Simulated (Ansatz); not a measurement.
A made-up structure of CH$_{4}$NSi, doublet:

```
7
angstrom
C -0.6864 -0.8151 -0.2042
N 0.0277 0.1010 -0.9982
Si 0.5912 0.0874 0.6563
H -1.7527 -0.9899 -0.2614
H -0.4253 0.7901 -1.5846
H 0.8299 -0.0138 -1.6178
H 1.9438 -0.4536 0.9059
```

It is relaxed with PBE-D4/def2-SVP and then PBE0-D4/def2-TZVP (Ansatz 0.2.0). Atoms count as bonded within 1.22 times the sum of their covalent radii (H–H: 0.88 Å). The end point is not checked to be a true minimum.

Task: Does its bonding change? (Judge from chemistry; the calculation decides.)

Result: By the calculation: No: no bond forms or breaks.

Where it ends: The first stage lowers the energy by 1.45 eV in 8 steps. It ends as CH₄NSi ([CH]1[NH2][SiH]1):
```
7
angstrom
C -0.5796 -0.7470 -0.1342
N 0.0996 0.1725 -1.0477
Si 0.5089 0.2778 0.9140
H -1.5839 -1.0785 -0.3655
H -0.4476 0.8903 -1.5058
H 0.7534 -0.2583 -1.6899
H 1.7773 -0.5506 0.7251
```

Labels in which every atom is bracketed show which atoms are joined, not bond orders.

For scale, one of the runs: PBE0-D4/def2-TZVP relaxation, 123 basis functions, launched by `ansatz run in.yaml --threads 2 --pin off --events-out ev --progress --plain --max-ram 4352MiB`. Hardware: 2 CPU threads of an Arm Neoverse N1, shared host. Wall time about 37 s.
